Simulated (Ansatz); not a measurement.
Compare A (`C=C=CCO`) with its isomer B (`C#COCC`).

Computed with Ansatz on PBE0-D4/def2-TZVP structures; ΔE is electronic, products minus reactants. CCSD(T)/CBS adds triple-zeta CCSD(T) − MP2 to the extrapolated MP2 energy (def2 sets, frozen cores). Functionals use def2-TZVPP. One conformer a species, not always the lowest.

(1) Which is lower in electronic energy at CCSD(T)/CBS, and by how much? (An estimate is asked.)

(2) Give E(B) − E(A) in kcal/mol with r2SCAN-D4, B2PLYP, PBE-D4, ωB97M-V, CCSD(T)/def2-TZVPP, MP2/def2-TZVPP, HF/def2-TZVPP. (Best estimate.)

Largest T1 diagnostic: 0.012.

Results:

(1) Ansatz gave: A, by 15.5 kcal/mol.

(2) The calculation gave: r2SCAN-D4 16.9, B2PLYP 14.7, PBE-D4 17.5, ωB97M-V 15.5, CCSD(T)/def2-TZVPP 15.1, MP2/def2-TZVPP 12.8, HF/def2-TZVPP 13.8. None reverses the order clearly.
